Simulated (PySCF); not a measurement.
cyanide, CN (charge -1), SMILES [C-]#N, point group C∞v.

Level: B3LYP/pcSseg-2 in PySCF (density fitting, grid level 2); geometry and Hessian at that level, cubic constants and property derivatives from steps of ±0.6 along each species' dimensionless normal coordinates, second-order vibrational perturbation theory. The parent has the commonest isotopes.

Equilibrium geometry (Å):

```
atom        x        y        z
  C1   0.5904  -0.0118  -0.0110
  N2  -0.5794   0.0169  -0.0456
```

Species: ¹³C at 1, ¹⁵N at 2. Output of the displacement run:

```
mode    cm-1    km/mol   phi_rrr   E(+)/cm-1  E(-)/cm-1
  1   2053.62    11.99    -651.2     347.12     393.95
```

For the shielding of N2 (σe = -48.94 ppm):

| mode | ω (cm⁻¹) | Σr φrrs (cm⁻¹) | ∂σ/∂q | ∂²σ/∂q² |
| --- | --- | --- | --- | --- |
| 1 | 2054 | -651 | -35.013 | -4.540 |

Problem. Work out the zero-point average of this shielding.

Solution. With ⟨qs⟩ = −Σr φrrs/(4ωs) and ⟨qs²⟩ = 1/2: the mean displacements are 0.079. The anharmonic term Σ (∂σ/∂q)⟨q⟩ is -2.78 ppm, the harmonic term ¼ Σ ∂²σ/∂q² is -1.13 ppm, so ⟨σ⟩ = -52.85 ppm.
